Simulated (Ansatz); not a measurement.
## Worked example: the barrier

An elementary step of BSiH7O, closed shell (SiH₄O ([OH][SiH3]) + BH₃ → BSiH₅O ([BH2][O][SiH3]) + H₂; bonds formed: H2–H5; dative contacts that become bonds: B1–O6; bonds broken: B1–H2, H5–O6). “Start” is the structure reached by relaxing down from the saddle towards the reactants; PBE0-D4/def2-TZVP structures. The saddle:

B1  (-0.903, 0.480, -0.891)
H2  (-0.168, 1.442, -1.421)
H3  (-0.648, -0.520, -1.503)
H4  (-2.023, 0.885, -0.824)
H5  (0.158, 1.263, -0.445)
O6  (-0.157, 0.550, 0.509)
Si7  (0.743, -0.750, 1.028)
H8  (1.293, -0.398, 2.357)
H9  (-0.145, -1.934, 1.116)
H10  (1.850, -1.018, 0.074)
(Å)

Ansatz 0.2.0; basis: def2-TZVPP and def2-QZVPP; cores frozen in the correlated methods.

Energies in eV:

| quantity | saddle | start |
| --- | --- | --- |
| Hartree–Fock, triple zeta (X = 3) | -10682.23863 | -10683.62622 |
| Hartree–Fock, quadruple zeta (X = 4) | -10682.64404 | -10684.02853 |
| MP2 correlation, X = 3 | -14.27984 | -13.84136 |
| MP2 correlation, X = 4 | -15.28133 | -14.83453 |
| CCSD(T) correlation, X = 3 | -15.85459 | -15.48526 |

Q: Work out the barrier at the basis limit: extrapolate Hartree–Fock as E(X) = E∞ + A exp(−7.88 √X) and the MP2 correlation as E(X) = E∞ + B X^−2.97 (the exponents that Neese and Valeev fitted for def2-TZVPP and QZVPP), then add CCSD(T) − MP2 in triple zeta.

A: Each step is linear, so take the differences first (saddle − start): Hartree–Fock 1.38759 (X = 3) and 1.38449 (X = 4); MP2 correlation -0.43848 and -0.44680; CCSD(T) correlation -0.36933.
Two points give E∞ = E(4) + w [E(4) − E(3)], with w = 1/(exp(7.88 (2 − √3)) − 1) = 0.1377 for Hartree–Fock and w = 1/((4/3)^2.97 − 1) = 0.7407 for the correlation.
Hartree–Fock: 1.38449 + 0.1377 × (-0.00310) = 1.3841 eV.
MP2 correlation: -0.44680 + 0.7407 × (-0.00832) = -0.4530 eV.
CCSD(T) − MP2: -0.36933 − (-0.43848) = 0.0691 eV.
Sum: 1.3841 + (-0.4530) + 0.0691 = 1.0002 eV, or 23.07 kcal/mol. Plain CCSD(T) in triple zeta gives 1.0183 eV, so the larger basis shifts the result by -0.0181 eV.

The T1 diagnostic stays at or below 0.013.

The step is the kind of ligand exchange by which a precursor binds to a hydroxyl group, or is hydrolysed, in atomic layer deposition of oxides.

Labels in which every atom is bracketed show which atoms are joined, not bond orders.

For scale, one of the runs: CCSD(T)/def2-TZVPP, 202 basis functions, launched by `ansatz run in.yaml --threads 2 --pin off --events-out ev --progress --plain --max-ram 4352MiB`. Time: 45 s of wall clock on 2 CPU threads of an Arm Neoverse V2; the host was shared. Peak host memory: 2.5 GiB.
